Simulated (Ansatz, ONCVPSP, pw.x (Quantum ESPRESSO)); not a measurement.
What a changed setting does to a pw.x run (bcc P)

Potential: optimised norm-conserving Vanderbilt (ONCV), ONCVPSP 4.0.1.1 (patched build), PBEsol; core [Ne], reference 3s2 3p3; waves: 3s: rc 1.35 bohr, ncon 3, nbas 7, qcut 6.1 1/bohr, 1 projector; 3p: rc 2.00 bohr, ncon 4, nbas 7, qcut 4.6 1/bohr, 2 projectors, debl 1.2 Ha; d scattering state at 0.31 Ha: rc 2.00 bohr, ncon 3, nbas 8, qcut 5.1 1/bohr, 2 projectors, debl 3.2 Ha; local part: polynomial inside 0.90 bohr (lpopt 4, dvloc0 4 Ha); core correction: Teter function, fcfact 3, rcfact 1.55.

The reference run (k-mesh 15³, cutoffs 50/200 Ry, Fermi–Dirac 0.01 Ry, mixing_beta 0.4, conv_thr 1e-9, no spin) gives -1.66 GPa at 13.798 Å³/atom, where all-electron LAPW gives -1.04 GPa. This run, with its own iteration cap, changes k-mesh shift to 1.

```
&control
  calculation='scf', prefix='x', pseudo_dir='./', outdir='./tmp', tstress=.true., disk_io='none'
/
&system
  ibrav=0, nat=1, ntyp=1, ecutwfc=50, ecutrho=200, nbnd=9,
  occupations='smearing', smearing='fd', degauss=0.01
/
&electrons
  conv_thr=1e-09, mixing_beta=0.4, electron_maxstep=50
/
ATOMIC_SPECIES
P 1.0 P.UPF
CELL_PARAMETERS angstrom
  -1.51095681 1.51095681 1.51095681
  1.51095681 -1.51095681 1.51095681
  1.51095681 1.51095681 -1.51095681
ATOMIC_POSITIONS crystal
P 0.0000 0.0000 0.0000
K_POINTS automatic
15 15 15 1 1 1
```

```bash
pw.x < P.scf.in > P.scf.out
```

How does the run end?

It converges in 5 iterations; the free energy moves by +2.7 meV/atom and the pressure by +0.19 GPa.

```
Message from routine setup:
     using ibrav=0 with symmetry is DISCOURAGED, use correct ibrav instead
     lattice parameter (alat)  =       4.9455  a.u.
     unit-cell volume          =      93.1135 (a.u.)^3
     number of electrons       =         5.00
     number of Kohn-Sham states=            9
     kinetic-energy cutoff     =      50.0000  Ry
     charge density cutoff     =     200.0000  Ry
     scf convergence threshold =      1.0E-09
     Exchange-correlation= PBESOL
     number of k points=   120  Fermi-Dirac smearing, width (Ry)=  0.0100
     iteration #  1     ecut=    50.00 Ry     beta= 0.40
     total energy              =     -14.10912723 Ry
     estimated scf accuracy    <       0.00232066 Ry
     iteration #  2     ecut=    50.00 Ry     beta= 0.40
     total energy              =     -14.10896546 Ry
     estimated scf accuracy    <       0.00066700 Ry
     iteration #  3     ecut=    50.00 Ry     beta= 0.40
     total energy              =     -14.10901031 Ry
     estimated scf accuracy    <       0.00001040 Ry
     iteration #  4     ecut=    50.00 Ry     beta= 0.40
     total energy              =     -14.10901087 Ry
     estimated scf accuracy    <       0.00000001 Ry
     iteration #  5     ecut=    50.00 Ry     beta= 0.40
     the Fermi energy is    11.8220 ev
!    total energy              =     -14.10901089 Ry
     estimated scf accuracy    <          6.1E-10 Ry
     smearing contrib. (-TS)   =      -0.00184718 Ry
     The total energy is F=E-TS. E is the sum of the following terms:
     one-electron contribution =       6.18050112 Ry
     hartree contribution      =       0.18917766 Ry
     xc contribution           =      -4.54488963 Ry
     ewald contribution        =     -15.93195286 Ry
     convergence has been achieved in   5 iterations
          total   stress  (Ry/bohr**3)                   (kbar)     P=      -14.69
     Message from routine punch:
     Nothing written, as per user request (disk_io='none')
```

The run took about 10 s on one core of a shared host (Neoverse-N1, 64 threads, 124 GiB, load 40).
